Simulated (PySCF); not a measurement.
Molecule: SMILES FC(C#N)(F)F, C$_{2}$F$_{3}$N.

Geometry:
```csv
atom,x (Å),y (Å),z (Å)
N1,2.187,0.084,-0.002
C2,1.034,0.032,-0.008
C3,-0.450,-0.038,-0.013
F4,-0.854,-1.021,-0.800
F5,-0.898,-0.256,1.212
F6,-0.955,1.103,-0.458
```

Spin–spin couplings on one PBE0-D3(BJ)/def2-SVP geometry, PySCF, gas phase, non-relativistic, equivalent pairs averaged; isotopes ¹³C, ¹⁹F, ¹⁵N; functional B3LYP.

How do the couplings (Hz) change with the basis set? Times are CPU seconds on shared hosts with different chips, so compare them loosely. Far from the basis limit: pcJ-0, 6-31G*, cc-pVTZ, def2-TZVP.

Results:


```tsv
basis set	functions	¹J(C3,F4)	¹J(C2,C3)	¹J(N1,C2)	²J(F4,F5)	²J(C2,F4)	²J(N1,C3)	³J(N1,F4)	core-s
pcJ-0	78	-507.0	92.2	7.4	-70.8	27.3	2.5	-6.2	4.6
6-31G*	84	-251.9	138.8	-18.0	133.2	52.3	1.4	-1.5	4.3
pcJ-1	162	-340.5	131.8	-17.3	75.2	64.3	1.3	-0.7	23
cc-pVTZ	180	-316.4	119.5	-47.0	57.5	53.2	1.3	0.4	14
def2-TZVP	186	-367.2	131.1	-13.1	40.2	63.9	1.6	-0.2	19
aug-cc-pVTZ-J	276	-345.4	128.8	-15.1	72.9	63.7	1.5	-0.8	27
pcJ-2	306	-340.8	126.5	-15.7	74.6	63.0	1.4	-0.6	36
```

The Fermi-contact term samples the wavefunction at the nucleus, which is why sets with added tight s functions (names with J) are made for couplings.
